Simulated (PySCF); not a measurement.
# Reading a saddle point

A first-order saddle point of Si2H6S, closed shell, PBE0-D4/def2-TZVP, with one imaginary mode of 627i cm⁻¹:

```csv
atom,x (Å),y (Å),z (Å)
Si1,-1.0554,-0.6220,0.1289
S2,1.2530,-1.6114,0.0090
H3,-0.1430,-1.9158,-0.5678
H4,-1.0603,-0.6131,1.6341
Si5,-0.1458,1.4738,-0.4295
H6,1.0100,-2.5184,0.9692
H7,0.8633,1.9537,0.5546
H8,-1.2334,2.4867,-0.5364
H9,0.5116,1.3665,-1.7622
```

PySCF 2.14 with density fitting (its default auxiliary sets; JK sets also for MP2 and CCSD(T)); basis: def2-TZVPP and def2-QZVPP; cores frozen in the correlated methods. Extrapolation: Hartree–Fock as exp(−7.88 √X), correlation as X^−2.97.

Task: Which contacts change along the imaginary mode, and what lies on either side? (Judge from chemistry; the calculation decides.)

Result: By the calculation: The step is Si₂H₆S ([SiH3][SiH2][SH]) → Si₂H₄ ([SiH][SiH3]) + H₂S (still joined by a long Si–S bond), with the molecules in contact on both sides. Shortening one way: S2–H3; lengthening the same way: Si1–S2, Si1–H3.
```json
{"pair": "S2–H3", "one side (Å)": "3.01", "saddle (Å)": "1.54", "other side (Å)": "1.35"}
{"pair": "Si1–S2", "one side (Å)": "2.14", "saddle (Å)": "2.51", "other side (Å)": "2.38"}
{"pair": "Si1–H3", "one side (Å)": "1.49", "saddle (Å)": "1.73", "other side (Å)": "2.96"}
```

Task: Which side is lower, and how far does the saddle lie above each? (Judge from chemistry; the value comes from the calculation.)

Result: By the calculation: The side with Si1–S2, Si1–H3 short is lower by 207.8 kJ/mol; the saddle lies 261.0 kJ/mol above it and 53.2 kJ/mol above the other (CCSD(T) at an estimated basis limit (MP2 extrapolated from triple and quadruple zeta, plus CCSD(T) − MP2 in triple zeta); electronic energies).

No T1 diagnostic of these runs exceeds 0.017. The restricted Hartree–Fock reference is unstable towards an unrestricted one at one or more of these structures.

Losses and insertions of silylenes and their heavier kin drive the gas-phase chemistry of silicon and germanium vapour deposition.

Labels in which every atom is bracketed show which atoms are joined, not bond orders.

For scale, one of the runs: CCSD(T)/def2-TZVPP, 210 basis functions, launched by `OMP_NUM_THREADS=4 python run.py`. Hardware: 4 CPU threads of an Arm Neoverse V2, shared host. Wall time 6.1 min; peak host memory 2.3 GiB.
